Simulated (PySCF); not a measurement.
Molecule: `C=C(N=C)OC`, C$_{4}$H$_{7}$NO.

Molfile (atoms numbered from 1):
```
C4H7NO
     RDKit          3D

 13 12  0  0  0  0  0  0  0  0999 V2000
   -1.9969   -0.9698    0.0984 C   0  0  0  0  0  0  0  0  0  0  0  0
   -0.9413   -0.3560    0.4344 N   0  0  0  0  0  0  0  0  0  0  0  0
   -0.4315    0.6591   -0.3747 C   0  0  0  0  0  0  0  0  0  0  0  0
   -1.1768    1.6376   -0.9216 C   0  0  0  0  0  0  0  0  0  0  0  0
    0.9085    0.6726   -0.5059 O   0  0  0  0  0  0  0  0  0  0  0  0
    1.6595   -0.3859    0.0374 C   0  0  0  0  0  0  0  0  0  0  0  0
   -2.5222   -0.7859   -0.8575 H   0  0  0  0  0  0  0  0  0  0  0  0
   -2.4217   -1.7191    0.7806 H   0  0  0  0  0  0  0  0  0  0  0  0
   -2.2528    1.6694   -0.7593 H   0  0  0  0  0  0  0  0  0  0  0  0
   -0.6924    2.4455   -1.4699 H   0  0  0  0  0  0  0  0  0  0  0  0
    2.7059   -0.1773   -0.2202 H   0  0  0  0  0  0  0  0  0  0  0  0
    1.3726   -1.3601   -0.3926 H   0  0  0  0  0  0  0  0  0  0  0  0
    1.5540   -0.4461    1.1317 H   0  0  0  0  0  0  0  0  0  0  0  0
  1  2  2  0
  2  3  1  0
  3  4  2  0
  3  5  1  0
  5  6  1  0
  1  7  1  0
  1  8  1  0
  4  9  1  0
  4 10  1  0
  6 11  1  0
  6 12  1  0
  6 13  1  0
M  END
```

Geometry PBE0-D3(BJ)/def2-SVP throughout; GIAO in PySCF 2.14.0 with density-fitted response routines, gas phase, one conformer, non-relativistic; equivalent atoms averaged; functional PBE0.

(1) How do the shifts δ (against TMS, NH3, H2O at the same level) depend on the basis set? (a selection of nuclei; ppm; last column core-seconds on shared hosts with different chips, so compare them loosely)

(2) Which nucleus among those listed moves most, in ppm?

(3) Taking the largest basis, def2-TZVP (228 functions), as the yardstick, rank the others by their worst heavy-atom deviation.

Answers

(1) 
```csv
basis set,functions,C3,C1,C4,C6,N2,O5,H8,H10,H9,core-s
STO-3G,37,126.8,120.2,73.2,48.2,280.2,37.1,7.33,3.77,3.71,4.5
6-31G,68,160.1,145.4,75.2,51.5,364.3,78.8,7.62,3.89,3.93,8.8
6-31G*,98,156.2,143.7,70.6,51.2,342.4,75.5,6.95,3.28,3.41,12
def2-SVP,119,162.3,147.5,70.7,50.6,367.7,95.5,6.71,3.34,3.38,15
pcSseg-1,137,173.7,156.1,74.3,53.8,396.9,103.2,6.98,3.62,3.60,8.6
"6-311+G(2d,p)",204,172.1,154.1,71.5,52.5,381.4,95.6,7.13,3.49,3.54,33
def2-TZVP,228,174.0,155.3,72.1,53.7,389.0,100.9,7.10,3.47,3.58,39
```

(2) N2 (imine nitrogen): from 280.2 ppm with STO-3G to 396.9 ppm with pcSseg-1. The smallest spread is 0.56 ppm, at H9. Proton shifts span only some 12 ppm, so a few tenths of a ppm matter as much there as several ppm in carbon.

(3) 6-311+G(2d,p) 7.5 ppm (204 functions), pcSseg-1 7.9 ppm (137 functions), def2-SVP 21.3 ppm (119 functions), 6-31G 24.7 ppm (68 functions), 6-31G* 46.6 ppm (98 functions), STO-3G 108.7 ppm (37 functions).

A small basis that lands close on one nucleus may do so by chance; judge by the trend and by all nuclei.
